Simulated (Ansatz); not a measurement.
Basis-set series for N2O (`N#[N+][O-]`). Total charge 0; spin multiplicity 1. The structure was optimised at the PBE0-D4/def2-TZVP level.

```json
{"functional": "PBE0-D4", "basis": "def2-TZVPP", "functions": "93", "energy (Eh)": "-184.54632", "HOMO (eV)": "-9.82", "LUMO (eV)": "-0.18"}
{"functional": "PBE0-D4", "basis": "def2-QZVPP", "functions": "171", "energy (Eh)": "-184.55541", "HOMO (eV)": "-9.84", "LUMO (eV)": "-0.24"}
{"functional": "ωB97M-V", "basis": "def2-TZVPP", "functions": "93", "energy (Eh)": "-184.69568", "HOMO (eV)": "-12.07", "LUMO (eV)": "2.24"}
{"functional": "ωB97M-V", "basis": "def2-QZVPP", "functions": "171", "energy (Eh)": "-184.70420", "HOMO (eV)": "-12.10", "LUMO (eV)": "2.13"}
```

Problem. Give the rows for def2-SVP. (Estimate.)

Solution. Ansatz gave: 
| functional | basis | functions | energy (Eh) | HOMO (eV) | LUMO (eV) |
| --- | --- | --- | --- | --- | --- |
| PBE0-D4 | def2-SVP | 42 | -184.32721 | -9.71 | -0.06 |
| ωB97M-V | def2-SVP | 42 | -184.46964 | -11.90 | 2.45 |

Positive LUMOs are unbound and depend on the basis.
